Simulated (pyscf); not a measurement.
## Elimination: `[OH][GaH][AsH2]` -> `[OH][Ga]=[AsH]` + `[H][H]`

Gas phase, singlet surface, charge 0. Bonds broken: Ga1–H6, As2–H3. Bonds formed: H3–H6. Single points on ωB97X-D3(BJ)/def2-SVP structures (PySCF, gas phase).

Transition state (Å):

```xyz
7

Ga     0.5303     0.0783     0.3115
As     0.8195     0.3271    -1.9597
H     -0.2443     1.4604    -0.6648
H     -0.6727     0.0150    -2.0314
O      1.2706     0.1117     1.9256
H     -0.8026     1.3072     0.2073
H      0.7584     0.5456     2.6177
```

One imaginary mode, 1439i cm⁻¹; descent along it reached the two sides named.

```tsv
bond	change	reactant side (Å)	saddle	product side
Ga1–H6	breaks	1.568	1.816	2.9
As2–H3	breaks	1.514	2.023	4.0
H3–H6	forms	3.6	1.047	0.761
```

Electronic energies relative to the reactant's lowest minimum found (eV):

```json
[
 {"level": "ωB97X-D3(BJ)/def2-TZVP", "barrier": "2.63", "reaction energy": "+1.31", "reverse barrier": "1.32"},
 {"level": "PBE/def2-TZVP", "barrier": "2.06", "reaction energy": "+1.06", "reverse barrier": "1.00"},
 {"level": "r²SCAN/def2-TZVP", "barrier": "2.24", "reaction energy": "+1.20", "reverse barrier": "1.04"},
 {"level": "B3LYP-D3(BJ)/def2-TZVP", "barrier": "2.35", "reaction energy": "+1.12", "reverse barrier": "1.23"},
 {"level": "PBE0-D3(BJ)/def2-TZVP", "barrier": "2.30", "reaction energy": "+1.25", "reverse barrier": "1.05"},
 {"level": "M06-2X/def2-TZVP", "barrier": "2.38", "reaction energy": "+1.11", "reverse barrier": "1.27"},
 {"level": "ωB97M-D3(BJ)/def2-TZVP", "barrier": "2.53", "reaction energy": "+1.25", "reverse barrier": "1.28"},
 {"level": "HF/def2-TZVP", "barrier": "3.17", "reaction energy": "+1.40", "reverse barrier": "1.77"}
]
```

With ωB97M-D3(BJ)/def2-TZVP energies and thermal terms (ideal gas, 1 atm, RRHO with modes under 100 cm⁻¹ raised to 100, one conformer, R ln 2 for chiral ones without a mode under 150 cm⁻¹), in eV:

```
T (K)   ΔH‡   ΔG‡     ΔH     ΔG
-----  ----  ----  -----  -----
298    2.42  2.45  +1.16  +0.81
600    2.41  2.49  +1.18  +0.45
900    2.39  2.54  +1.17  +0.08
1200   2.38  2.58  +1.14  -0.27
```

At the saddle there is also a short Ga–H contact that neither side keeps. The same reactants have a lower exit, to HGa=AsH + H₂O (highest point, the separated products, at +1.66 eV at ωB97M-D3(BJ)/def2-TZVP, against +2.53 eV here). This is the saddle that the search found; another between the same sides may lie lower. Elements up to Kr have no core potential and no relativistic terms here.
